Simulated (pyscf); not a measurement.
Optimised with ωB97X-D3(BJ)/def2-SVP in PySCF.

Q: PBE/def2-TZVP puts the barrier of •O–GeH₃ + hydrogen (H₂) → HO–GeH₃ + H atom (H•) (hydrogen abstraction; doublet surface; H–H broken, H–O formed) at -8.5 kJ/mol and the reaction energy at -53.7 kJ/mol, from the separated reactants. What do B3LYP-D3(BJ)/def2-TZVP, PBE0-D3(BJ)/def2-TZVP, ωB97M-D3(BJ)/def2-TZVP give on the same structures?

A: B3LYP-D3(BJ): ΔE‡ = 8.9 kJ/mol, ΔE = -33.5 kJ/mol; PBE0-D3(BJ): ΔE‡ = 6.9 kJ/mol, ΔE = -54.5 kJ/mol; ωB97M-D3(BJ): ΔE‡ = 19.2 kJ/mol, ΔE = -50.6 kJ/mol. PBE's barrier lies under all of them, by 15.4 to 27.7 kJ/mol. Its reaction energy matches one of them and lies within 20.2 kJ/mol of the others. At PBE this geometry lies under the reactants; that is no barrier but a single point on another level's saddle; such a level's own saddle, if it has one, lies nearer that side and is low. •O–GeH₃ lies 138.3 kJ/mol over its isomer HO–GeH₂• (electronic energy, ωB97M-D3(BJ)/def2-TZVP). This is the saddle that the search found; another between the same sides may lie lower. The angle at the transferred H is 159°. Elements up to Kr have no core potential and no relativistic terms here.
